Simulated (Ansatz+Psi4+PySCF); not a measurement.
## doublet BH3(+): levels of theory in one basis

```xyz
4

B     0.3000    0.3000    0.3000
H     0.0128    1.3407    0.8005
H    -0.3520   -0.1281   -0.5988
H     1.2392   -0.3127    0.6983
```

Basis set: cc-pVTZ (spherical functions). Correlated methods keep 1 orbital frozen. Correlation on ROHF uses semicanonical orbitals with singles. Charge 1, multiplicity 2.

Computed with Ansatz (development build ahead of 0.2.0); the reference of a correlated method needn't be the lowest determinant of its kind.

```csv
method,E − E(ROHF) (eV),<S²> of the determinant
ROHF,0.00,0.75
UHF,-0.13,0.77
ROHF-MP2,-2.36,–
UHF-MP2,-2.38,0.77
```

What does UHF-CCSD give on the same scale?

-2.96 eV.

Is a single determinant a sound starting point here?

Only with care. Unrestricted orbitals gain 0.13 eV and <S²> is 0.77 against 0.75 for a pure state, but several determinants compete.

Caution for ROHF, ROHF-MP2: the determinant may break the point group. Caution for ROHF-MP2, UHF-MP2: MP2 on this radical cation hangs on the determinant chosen. Caution for UHF-CCSD: the determinant is a saddle point.
